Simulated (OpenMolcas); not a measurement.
# P4 (SMILES P12P3P1P23): B3LYP/ANO-R2 (DKH4, RICD fitting)

What is the vertical ionisation energy of P4 at B3LYP/ANO-R2 (DKH4, RICD fitting)? 

The calculation is run with OpenMolcas 26.06.

**1. The molecule**

The species is P4 (4 atoms), meant as a singlet with charge 0. SMILES: `P12P3P1P23`. Geometry: relaxed at PBE0-D4/def2-TZVP.

Bond lengths: P1–P2 2.184 Å, P1–P3 2.184 Å, P2–P3 2.184 Å, P1–P4 2.184 Å, P2–P4 2.184 Å, P3–P4 2.184 Å. Some angles: P1–P2–P3 60.0°, P1–P2–P4 60.0°, P3–P2–P4 60.0°, P2–P1–P3 60.0°, P2–P1–P4 60.0°, P3–P1–P4 60.0°, P1–P3–P2 60.0°, P1–P3–P4 60.0°, P2–P3–P4 60.0°, P1–P4–P2 60.0°.

**2. Energy and forces at B3LYP/ANO-R2 (DKH4, RICD fitting)**

File job.input:

```
>>> EXPORT MOLCAS_PRINT=2
&GATEWAY
Coord
4
bohr
P     -1.36967350    -0.18897261     2.11535942
P      2.44700636     0.20749193     0.59658654
P     -0.34959933    -2.06301401    -1.41691665
P     -0.72773353     2.04449469    -1.29484034
Basis=ANO-R2
Group=NoSym
RICD
&SEWARD
Relativistic=R04O02
Expert
&SCF
KSDFT=B3LYP
PrOrbitals=0
&ALASKA
```

Started as:

```bash
$ export MOLCAS_MEM=1860
$ pymolcas job.input > job.log
```

The program printed:

```text
--- Start Module: gateway ---
[...]
--- Stop Module: gateway /rc=_RC_ALL_IS_WELL_ ---
[...]
 ###    WARNING:  EXPERT option is ON!                                       ###
 ###############################################################################
               SEWARD will generate:
[...]
      Basis functions          156
[...]
--- Start Module: scf ---
[...]
       Convergence after  10 Iterations
[...]
::    Total KS-DFT energy                           -1368.8833983797
[...]
      Total spin, S                                     0.0000000000
[...]
      Total electronic charge=   60.000000
      Total            charge=   -0.000000
[...]
      Dipole Moment (debye):
      Origin of the operator (angstrom)=   -0.0000    0.0000    0.0000
                   X= -3.5456E-05               Y= -2.4681E-05               Z= -2.1520E-05           Total=  4.8264E-05
      Quadrupole Moment (debye*angstrom):
[...]
--- Stop Module: scf /rc=_RC_ALL_IS_WELL_ ---
[...]
--- Start Module: alaska ---
[...]
 *              Molecular gradients               *
 **************************************************
  Irreducible representation: a
 ------------------------------------------------------------------------------------------
                              X                       Y                       Z
 ------------------------------------------------------------------------------------------
  P1                5.41631579197244E-03    7.36742130367229E-04   -8.37055693860833E-03
  P2               -9.65470708779748E-03   -8.23334047435953E-04   -2.35303527542463E-03
  P3                1.37644203443266E-03    8.15514319494426E-03    5.61074500908632E-03
  P4                2.86194926146521E-03   -8.06855127779471E-03    5.11284720469973E-03
 ------------------------------------------------------------------------------------------
--- Stop Module: alaska /rc=_RC_ALL_IS_WELL_ ---
[...]
```

Run time: 66 s. Hardware: 1 thread of Arm Neoverse V1, shared host; peak memory 0.51 GiB.

**3. The doublet cation, same level**

File job.inp:

```
* P4 Kohn-Sham DFT

&GATEWAY
 COORD
 4
 bohr
 P     -1.36967350    -0.18897261     2.11535942
 P      2.44700636     0.20749193     0.59658654
 P     -0.34959933    -2.06301401    -1.41691665
 P     -0.72773353     2.04449469    -1.29484034
 BASIS = ANO-R2
 GROUP = NoSym
 RICD

&SEWARD
 RELATIVISTIC = R04O02
 EXPERT

&SCF
 UHF
 CHARGE = 1
 SPIN = 2
 KSDFT = B3LYP
 PRORBITALS = 0

&ALASKA
```

Started as:

```bash
$ export MOLCAS_MEM=1860
$ pymolcas job.inp > job.log
```

The program printed:

```text
--- Start Module: gateway ---
[...]
--- Stop Module: gateway /rc=_RC_ALL_IS_WELL_ ---
[...]
 ###    WARNING:  EXPERT option is ON!                                       ###
 ###############################################################################
               SEWARD will generate:
[...]
      Basis functions          156
[...]
--- Start Module: scf ---
[...]
       Convergence after  37 Iterations
[...]
::    Total KS-DFT energy                           -1368.5344477619
[...]
      Total spin, S                                     0.5025112932
[...]
      Total electronic charge=   59.000000
      Total            charge=    1.000000
[...]
      Dipole Moment (debye):
      Origin of the operator (angstrom)=   -0.0000    0.0000    0.0000
                   X=  1.0563E-04               Y=  5.6887E-05               Z= -3.2866E-06           Total=  1.2002E-04
      Center of Charge (angstrom)
[...]
--- Stop Module: scf /rc=_RC_ALL_IS_WELL_ ---
[...]
--- Start Module: alaska ---
[...]
 *              Molecular gradients               *
 **************************************************
  Irreducible representation: a
 ------------------------------------------------------------------------------------------
                              X                       Y                       Z
 ------------------------------------------------------------------------------------------
  P1                2.53361606222668E-03   -3.00880962043886E-02   -3.33811233837409E-02
  P2               -2.48676967205412E-02    2.96892427596953E-02   -2.28885630520814E-02
  P3               -1.87195678659293E-02    8.87777193260320E-03    3.99574960934714E-02
  P4                4.10536485244393E-02   -8.47891848786020E-03    1.63121903421768E-02
 ------------------------------------------------------------------------------------------
--- Stop Module: alaska /rc=_RC_ALL_IS_WELL_ ---
[...]
```

It took 2.6 min on 1 thread of Arm Neoverse V1, shared host; peak memory 0.51 GiB.

**4. Summary of results**

At B3LYP/ANO-R2 (DKH4, RICD fitting):

```
                                          quantity           value
                          singlet P4: total energy  -1368.88340 Eh
                         singlet P4: dipole moment          0.00 D
                           singlet P4: HOMO energy        -7.29 eV
                           singlet P4: LUMO energy        -0.76 eV
                         singlet P4: HOMO–LUMO gap         6.53 eV
              singlet P4: largest force on an atom      0.514 eV/Å
                      doublet cation: total energy  -1368.53445 Eh
doublet cation: HOMO energy (highest over α and β)       -13.19 eV
 doublet cation: LUMO energy (lowest over α and β)       -11.71 eV
                              doublet cation: ⟨S²⟩           0.755
          doublet cation: largest force on an atom      2.315 eV/Å
vertical ionisation energy (to the doublet cation)        9.495 eV
```

The vertical ionisation energy comes to 9.50 eV (219 kcal/mol). The largest force (singlet P4) is 0.51 eV/Å: the shape isn't a stationary point for this species at this level. −ε(HOMO) before ionisation, 7.29 eV, is 2.20 eV below this ionisation energy.
